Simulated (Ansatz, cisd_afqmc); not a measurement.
Species: N2H, charge 0, doublet.
NHTBH set geometry:
```
N
N 1 1.1228
H 1 1.4306 2 117.54
```
Charge 0, spin multiplicity 2.

Total energies in aug-cc-pVTZ, 11 correlated electrons, 2 frozen orbitals. UHF or UKS for unpaired electrons; spin-orbit terms are left out. Cores are frozen in correlated methods. No relativity. AFQMC is phaseless with a CISD trial state; ± is one standard error, without the phaseless bias. Outlying blocks are dropped, and bars are widened where a walk drifts. Over all cases where full CI ran beside it in this data, AFQMC minus full CI had a median of +0.1 mEh and passed +0.4 mEh in a tenth of the cases. The UHF reference of HN2 (saddle point or complex, doublet) is spin-contaminated (<S^2> up to 0.15 over the pure value in the sets run).

| method | program | energy (Eh) | minus AFQMC/CISD (mEh) |
|---|---|---|---|
| HF | Ansatz | -109.44833 | 410.2 ± 0.4 |
| MP2 | Ansatz | -109.82013 | 38.4 ± 0.4 |
| CCSD | Ansatz | -109.83729 | 21.3 ± 0.4 |
| CCSD(T) | Ansatz | -109.85727 | 1.3 ± 0.4 |
| AFQMC/CISD | cisd_afqmc | -109.8586 ± 0.0004 | 0.0 |

Ansatz is a program for electronic structure.
